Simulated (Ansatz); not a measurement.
# K, bcc: how the functional moves the structure

All rows: Ansatz, plane waves with scalar-relativistic PAW, 420 eV (500 eV for the SCAN forms), relaxed under each functional, no dispersion correction, no zero-point motion. B₀ comes from uniform scaling at fixed shape; a dash is a value not given.

The measured cell (COD entry 9011005) has a = 5.225 Å, 71.32 Å³/atom.

```csv
functional,V (Å³/atom),cell,B₀ (GPa),magnetic state
PBE,73.74,a = 5.283 Å,4,spin not included
r²SCAN,76.13,a = 5.340 Å,3,spin not included
PBEsol,71.32,a = 5.225 Å,4,spin not included
LDA,64.33,a = 5.048 Å,4,spin not included
revPBE,79.67,a = 5.421 Å,3,spin not included
RPBE,80.41,a = 5.438 Å,3,spin not included
BLYP,75.43,a = 5.323 Å,3,spin not included
```

LDA gives the smallest volume and RPBE the largest.
